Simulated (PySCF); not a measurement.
## Chlorine: a sound run and one with changed settings

Sound run: Cl [Ne] 3s2 3p5, Cl⁺ [Ne] 3s2 3p4. Computed with PySCF 2.14 in def2-TZVP (5s5p2d1f, 37 functions), with no relativity, point nucleus. In the sound run the correlated levels freeze [Ne]. The sound run starts from symmetry-adapted Hartree-Fock orbitals and uses a fine grid where one is needed.

Changed run: all electrons correlated in a basis built for the valence shell.

```
species   method  sound run (hartree)  changed run (hartree)  converged
     Cl      MP2           -459.63212             -459.73133        yes
     Cl  CCSD(T)           -459.66200             -459.75993        yes
    Cl⁺      MP2           -459.16501             -459.26390        yes
    Cl⁺  CCSD(T)           -459.19499             -459.29279        yes
```

Ionisation energy of Cl:

```csv
method,sound run (eV),changed run (eV)
UHF,11.773,11.773
MP2,12.711,12.719
SCS-MP2,12.707,12.711
CCSD,12.671,12.673
CCSD(T),12.708,12.711
```

A valence basis has no tight correlating functions, so it recovers only part of the core correlation, and not evenly between atom and ion.

For comparison, NIST gives 12.968 eV between the lowest levels.
